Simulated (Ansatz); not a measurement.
Results of PBE-D3(BJ) (Ansatz, a program for electronic structure, PAW) for rock-salt MgS.

Settings: plane-wave cutoff 520 eV, 12×12×12 k mesh, Fermi–Dirac smearing 0.01 eV, scalar-relativistic PAW data made under PBE.

Computed at the level's own relaxed cell.

### Question
Estimate the band gap, bulk modulus and pressure derivative B′ of the bulk modulus that the calculation returns.

### Answer

* **band gap**: 2.85 eV (indirect)
* **bulk modulus**: 81.0 GPa
* **pressure derivative B′ of the bulk modulus**: 4.1

Measured, for comparison: bulk modulus 81 GPa (corrected for zero-point motion; as tabulated in Goldzak et al. (2022), arXiv:2208.04865). Computed (rounded) less measured: bulk modulus 0.0 %.

Cost on a shared machine: roughly 27 core-seconds.
